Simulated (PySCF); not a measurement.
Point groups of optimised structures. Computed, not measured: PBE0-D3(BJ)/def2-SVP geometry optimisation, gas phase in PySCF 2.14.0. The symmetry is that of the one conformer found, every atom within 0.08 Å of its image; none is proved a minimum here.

Point group, rotor type and polarity of `[CH:1]#[C:2][c:3]1[cH:4][cH:5][c:6]([GaH2:7])[o:8]1`?

Cs; near-prolate asymmetric top; symmetry number 1; 2 operations, which sort the 13 atoms into 12 sets; dipole 0.95 D, in the ab plane, which is the mirror; heavy atoms equivalent by symmetry: none.

`[O][Co]` [quartet]: symmetry, top, dipole?

C∞v; linear; symmetry number 1; dipole 4.49 D, along the axis.

`FBF` (difluoroborane): symmetry, top, dipole?

C2v; near-prolate asymmetric top; symmetry number 2; 4 operations, which sort the 4 atoms into 3 sets; dipole 0.80 D, along b, the twofold axis.

`[F][Ti]([F])([Cl])[Cl]` (TiF2Cl2): symmetry, top, dipole?

C2v; asymmetric top; symmetry number 2; 4 operations, which sort the 5 atoms into 3 sets; dipole 0.04 D.

`[O:1]=[C:2]([Cl:3])[c:4]1[cH:5][cH:6][cH:7][s:8]1` with O1–C2–C4–C5 179°: symmetry, top, dipole?

Cs; asymmetric top; symmetry number 1; 2 operations, which sort the 11 atoms into 11 sets; dipole 4.05 D, in the ab plane, which is the mirror; A, B, C = 3128, 1033, 776.7 MHz; heavy atoms equivalent by symmetry: none.

`[Cl:1][C:2]1=[CH:3][CH:4]=[CH:5][C:6]12[CH:7]=[CH:8][CH:9]=[CH:10]2`: symmetry, top, dipole?

Cs; asymmetric top; symmetry number 1; 2 operations, which sort the 17 atoms into 13 sets; dipole 1.11 D, in the ab plane, which is the mirror; A, B, C = 1616, 1272, 856.2 MHz; heavy atoms equivalent by symmetry: C7/C10, C8/C9.
